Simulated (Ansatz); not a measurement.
A made-up structure of LiAlH$_{3}$S (charge +1), closed shell:

```xyz
6
angstrom
Li -2.4248 -1.7062 -1.5977
Al -0.3615 -1.1216 0.0218
S 0.9695 1.0100 -0.1887
H 0.6672 -1.5298 1.1731
H -1.4186 -0.4721 0.8999
H 1.0566 1.3704 1.1047
```

It is relaxed with PBE-D4/def2-SVP and then PBE0-D4/def2-TZVP (Ansatz 0.2.0). Atoms count as bonded within 1.22 times the sum of their covalent radii (H–H: 0.88 Å). The end point is not checked to be a true minimum.

**Question.** Does its bonding change? (A judgement: the text doesn't fix the answer.)

**Answer.** The calculation gives: Yes. Formed: Li1–H5; broken: Li1–Al2.

Where it ends: The first stage lowers the energy by 4.26 eV in 13 steps. It ends as LiAlH₃S ([Li][H][AlH][SH]), total charge +1:
Li1  (-2.737, -1.290, -1.255)
Al2  (-0.015, -0.754, 0.583)
S3  (0.447, 1.253, -0.017)
H4  (0.621, -1.789, 1.564)
H5  (-1.363, -1.221, -0.231)
H6  (1.536, 1.353, 0.770)
(Å)

Labels in which every atom is bracketed show which atoms are joined, not bond orders.

For scale, one of the runs: PBE0-D4/def2-TZVP relaxation, 106 basis functions, launched by `ansatz run in.yaml --threads 2 --pin off --events-out ev --progress --plain --max-ram 4352MiB`. The run took about 87 s on 2 CPU threads of an Intel Xeon (shared host).
